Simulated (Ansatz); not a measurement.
Program: Ansatz. Geometries: PBE0-D4/def2-TZVP. ΔE: electronic, gas phase. CBS: MP2 limit from def2 TZ/QZ plus the TZ coupled-cluster correction, frozen cores. This one scheme is used for every species. Functionals use def2-TZVPP. One conformer a species, not always the lowest.

`FC/N=C/Cl` → `[CH]F` + `N=CCl`  (formal loss of a carbene)

| level | ΔE (kJ/mol) |
| --- | --- |
| BHLYP | 373.2 |
| CCSD/CBS(def2) | 367.2 |

(1) What does CCSD(T)/CBS give? (Best estimate.)

Largest T1 diagnostic among the species: 0.018.

Answers

(1) The calculation gave: +370.2 kJ/mol. The listed levels differ from it by 3.0, -3.0 kJ/mol.

At CCSD(T), def2-SVP lies +4.3 kJ/mol from the extrapolated value and def2-TZVPP −4.4 kJ/mol. Leaving LDA and LC-ωPBE aside and taking each functional with its dispersion term where it has one, the values, not all of them listed here, spread over 38.8 kJ/mol, from BLYP-D4 to r2SCAN0-D4. LDA lies +63.3 kJ/mol from PBE without D4.
